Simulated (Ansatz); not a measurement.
## CCSD(T) against full CI for several species

Each species is computed at the geometry given (Å), with frozen cores, in Ansatz 0.2.0: RHF-CCSD(T) for singlets, UHF-CCSD(T) otherwise, and full CI in the same basis. The program picks the determinant by a search with trial CCSD, so it needn't be the lowest Hartree–Fock solution. States: Be2H doublet Σ⁺ or Δ, BeNa⁻ singlet Σ⁺, HAlMg triplet Π. Cases whose determinant has another symmetry than full CI's state, or lies over 0.5 eV above the lowest of its kind, whose (Q) step broke down or whose higher cluster runs on it stay over 0.1 eV above full CI weren't drawn.

Question: Judging by size, spin and bonding, rank them by the size of CCSD(T)'s error in total energy against full CI in the same basis, smallest first (an estimate).
A. HAlMg, triplet, cc-pVDZ: Al 0.000 0.000 -0.712; Mg 0.000 0.000 4.631; H 0.000 0.000 -3.919
B. Be2H, doublet, cc-pVDZ: Be 0.000 0.000 0.547; Be 0.000 0.000 -2.442; H 0.000 0.000 1.895
C. BeNa⁻, singlet, aug-cc-pVTZ: Be 0.000 0.000 0.000; Na 0.000 0.000 2.820

Answer: A (11.1 meV), B (21.5 meV), C (38.4 meV).

```csv
species,basis,correlated electrons,CCSD(T) − full CI (meV),CCSDT(Q) − full CI (meV),unpaired electrons (full CI),T1,⟨S²⟩ of the determinant
"HAlMg, triplet",cc-pVDZ,6,11.1,0.0,2.15,0.014,2.02
"Be2H, doublet",cc-pVDZ,5,21.5,0.8,1.13,0.045,0.89
"BeNa⁻, singlet",aug-cc-pVTZ,4,38.4,0.7,0.59,0.077,0.00
```

Unpaired electrons are Σ n²(2−n)² over natural occupations; an open shell counts its own unpaired electrons too. Frozen cores follow each run's orbitals, which moves totals by a few meV. RHF is unstable for BeNa⁻, singlet in aug-cc-pVTZ: UHF reaches ⟨S²⟩ = 0.90.
